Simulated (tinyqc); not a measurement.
Inside a calculation. Method: RKS/LDA (VWN5) in the sto-6g basis, for H2F+, spin multiplicity 1. One step of it, computed by the program tinyqc.

Question. Iteration 8 (converged): orbitals. Diagonalise F' = X^T F X, C = X C', fill 5 alpha and 5 beta electrons from the bottom; D = 2 C_occ C_occ^T. Each column has its largest component positive (the first on a tie).

converged F (hartree), order 1F 1s, 1F 2s, 1F 2px, 1F 2py, 1F 2pz, 2H 1s, 3H 1s:
$$\begin{pmatrix}
-24.719921 & -6.081032 & 0.000000 & 0.000783 & -0.016517 & -0.727124 & -0.829907 \\
-6.081032 & -2.874971 & 0.000000 & 0.008457 & -0.124908 & -0.684940 & -0.761768 \\
0.000000 & 0.000000 & -0.658566 & 0.000000 & 0.000000 & 0.000000 & 0.000000 \\
0.000783 & 0.008457 & 0.000000 & -0.741349 & 0.004186 & -0.280460 & 0.306234 \\
-0.016517 & -0.124908 & 0.000000 & 0.004186 & -0.716499 & -0.249183 & -0.270495 \\
-0.727124 & -0.684940 & 0.000000 & -0.280460 & -0.249183 & -0.684644 & -0.236620 \\
-0.829907 & -0.761768 & 0.000000 & 0.306234 & -0.270495 & -0.236620 & -0.713696
\end{pmatrix}$$

X, order 1F 1s, 1F 2s, 1F 2px, 1F 2py, 1F 2pz, 2H 1s, 3H 1s:
$$\begin{pmatrix}
-0.395708 & 0.098543 & 0.689209 & 0.000000 & -0.614208 & 0.016623 & 0.207122 \\
0.943409 & -0.177569 & -0.246082 & 0.000000 & -0.301705 & 0.017678 & 0.465158 \\
0.000000 & 0.000000 & 0.000000 & 1.000000 & 0.000000 & 0.000000 & 0.000000 \\
-0.161739 & -0.755044 & 0.007243 & 0.000000 & 0.000320 & 0.720099 & -0.020526 \\
0.389655 & -0.066711 & 0.695713 & 0.000000 & 0.614557 & 0.005051 & 0.203413 \\
-0.390010 & 0.806575 & -0.226080 & 0.000000 & 0.188493 & 0.404763 & 0.377394 \\
-0.713262 & -0.595801 & -0.205803 & 0.000000 & 0.174291 & -0.367694 & 0.409763
\end{pmatrix}$$

Give: F' = X^T F X; orbital energies; coefficients C; D after iteration 8.

Answer.

F' = X^T F X (hartree):
$$\begin{pmatrix}
-1.608 & 0.382 & 3.187 & 0.000 & -3.203 & 0.093 & 1.241 \\
0.382 & -0.376 & -0.919 & 0.000 & 0.949 & -0.001 & -0.404 \\
3.187 & -0.919 & -9.796 & 0.000 & 9.982 & -0.302 & -5.009 \\
0.000 & 0.000 & 0.000 & -0.659 & 0.000 & 0.000 & 0.000 \\
-3.203 & 0.949 & 9.982 & 0.000 & -11.726 & 0.336 & 5.639 \\
0.093 & -0.001 & -0.302 & 0.000 & 0.336 & -0.859 & -0.168 \\
1.241 & -0.404 & -5.009 & 0.000 & 5.639 & -0.168 & -4.070
\end{pmatrix}$$

orbital energies (hartree): MO1 -24.725, MO2 -1.492, MO3 -0.851, MO4 -0.748, MO5 -0.659, MO6 -0.356, MO7 -0.263

coefficients C, order 1F 1s, 1F 2s, 1F 2px, 1F 2py, 1F 2pz, 2H 1s, 3H 1s:
$$\begin{pmatrix}
0.996 & -0.240 & -0.008 & 0.078 & 0.000 & 0.075 & 0.018 \\
0.017 & 0.949 & 0.041 & -0.386 & 0.000 & -0.474 & -0.119 \\
0.000 & 0.000 & 0.000 & 0.000 & 1.000 & 0.000 & 0.000 \\
0.000 & -0.011 & 0.754 & 0.032 & 0.000 & -0.129 & 0.727 \\
0.002 & 0.151 & -0.028 & 0.822 & 0.000 & -0.588 & -0.120 \\
-0.003 & 0.079 & 0.345 & 0.281 & 0.000 & 0.803 & -0.589 \\
-0.003 & 0.092 & -0.361 & 0.251 & 0.000 & 0.544 & 0.861
\end{pmatrix}$$

D after iteration 8, order 1F 1s, 1F 2s, 1F 2px, 1F 2py, 1F 2pz, 2H 1s, 3H 1s:
$$\begin{pmatrix}
2.112 & -0.481 & 0.000 & -0.002 & 0.060 & -0.006 & -0.006 \\
-0.481 & 2.102 & 0.000 & 0.016 & -0.350 & -0.038 & -0.050 \\
0.000 & 0.000 & 2.000 & 0.000 & 0.000 & 0.000 & 0.000 \\
-0.002 & 0.016 & 0.000 & 1.140 & 0.007 & 0.536 & -0.531 \\
0.060 & -0.350 & 0.000 & 0.007 & 1.399 & 0.466 & 0.461 \\
-0.006 & -0.038 & 0.000 & 0.536 & 0.466 & 0.408 & -0.094 \\
-0.006 & -0.050 & 0.000 & -0.531 & 0.461 & -0.094 & 0.404
\end{pmatrix}$$
